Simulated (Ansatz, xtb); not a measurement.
## C2H2B−: where a starting geometry ends

The starting geometry of this gas-phase singlet has its atoms placed at random.

```xyz
5

C    -0.3495   -1.9120   -0.4772
C     0.7504   -1.0182    0.2656
B     0.6776    0.8930    1.3352
H    -0.9471   -0.7784   -0.4404
H     0.3574   -0.0434    1.3673
```

Task: One run relaxed it with r2SCAN-D4/def2-SVPD. What is a likely outcome?

Result: It ends as `B=C=[CH-]`. Distances that change by over a tenth: C1–C2 (1.60 → 1.31 Å), C1–H4 (1.28 → 1.11 Å), B3–H5 (0.99 → 1.21 Å). Contacts that close: C2–B3 (2.19 → 1.42 Å).

The energy falls by 7.79 eV over 20 steps:

| step | E − E(last) (eV) |
| --- | --- |
| 1 | 7.792 |
| 3 | 3.812 |
| 5 | 1.651 |
| 7 | 0.947 |
| 9 | 0.455 |
| 12 | 0.020 |
| 14 | 0.001 |
| 16 | 0.000 |
| 18 | 0.000 |
| 20 | 0.000 |

Final geometry (Å):

```yaml
atoms:
  - { symbol: C, position_ang: [-0.0006, -1.5688, -0.6492] }
  - { symbol: C, position_ang: [0.2768, -0.6834, 0.2765] }
  - { symbol: B, position_ang: [0.8734, 0.2229, 1.1986] }
  - { symbol: H, position_ang: [-1.0778, -1.7959, -0.8069] }
  - { symbol: H, position_ang: [0.4170, 0.9663, 2.0314] }
```

From the same start GFN2-xTB reaches the same bonding as this run.

From so rough a start the end depends on the optimiser's path, so another program may land elsewhere. No frequencies were run, so the end isn't proven a minimum. Run with Ansatz 0.2.0, 17 s on 2 threads of Arm Neoverse V2, on a shared host.
